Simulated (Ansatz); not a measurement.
# C2H6N: the cost of one run

All numbers below are computed with Ansatz 0.2.0 (UKS PBE0-D4/def2-SVP).

## Step 1: Starting point

Bond lengths: C1–C2 1.455 Å, C2–N3 1.449 Å, C1–H4 1.053 Å, C1–H5 1.120 Å, C1–H6 1.144 Å, C2–H7 1.126 Å, C2–H8 1.083 Å, N3–H9 1.063 Å. Angles: C1–C2–N3 110.1°, C1–C2–H7 108.9°, C1–C2–H8 109.4°, N3–C2–H7 111.7°, N3–C2–H8 112.3°, H7–C2–H8 104.2°, C2–C1–H4 113.3°, C2–C1–H5 114.1°, C2–C1–H6 114.2°, H4–C1–H5 104.9°, H4–C1–H6 104.2°, H5–C1–H6 105.1°, C2–N3–H9 109.0°.

As a file:

```xyz
9

C    -0.5259    0.6053   -0.5570
C     0.3984   -0.3419    0.0479
N     0.0088   -0.6126    1.4174
H    -1.5232    0.2685   -0.5625
H    -0.2981    0.8477   -1.6265
H    -0.5740    1.6171   -0.0261
H     1.4418    0.0769   -0.0136
H     0.4379   -1.2416   -0.5543
H     0.7229   -1.2657    1.8576
```

## Step 2: End point A

input.yaml

```yaml
crystal:
  periodic: [false, false, false]
  atoms:
    - { symbol: C, position_ang: [-0.5259, 0.6053, -0.557] }
    - { symbol: C, position_ang: [0.3984, -0.3419, 0.0479] }
    - { symbol: "N", position_ang: [0.0088, -0.6126, 1.4174] }
    - { symbol: H, position_ang: [-1.5232, 0.2685, -0.5625] }
    - { symbol: H, position_ang: [-0.2981, 0.8477, -1.6265] }
    - { symbol: H, position_ang: [-0.574, 1.6171, -0.0261] }
    - { symbol: H, position_ang: [1.4418, 0.0769, -0.0136] }
    - { symbol: H, position_ang: [0.4379, -1.2416, -0.5543] }
    - { symbol: H, position_ang: [0.7229, -1.2657, 1.8576] }
magnetization:
  spin_polarized: true
  initial_magnetization: 1
basis:
  gaussian: { orbitals: def2-SVP }
hamiltonian:
  xc: pbe0
  dispersion: d4
relax:
  f_tol: 0.02
  max_steps: 50
```

Launch:

```
$ ansatz run input.yaml --threads 2 --pin off --max-ram 3072MiB --backend cpu --events-out ev --progress --plain --runs-dir out
```

Q: Estimate wall time and peak memory on 2 threads of Intel Xeon Platinum 8559C (Emerald Rapids), shared host.

About 8 s, with a peak of 0.18 GiB.
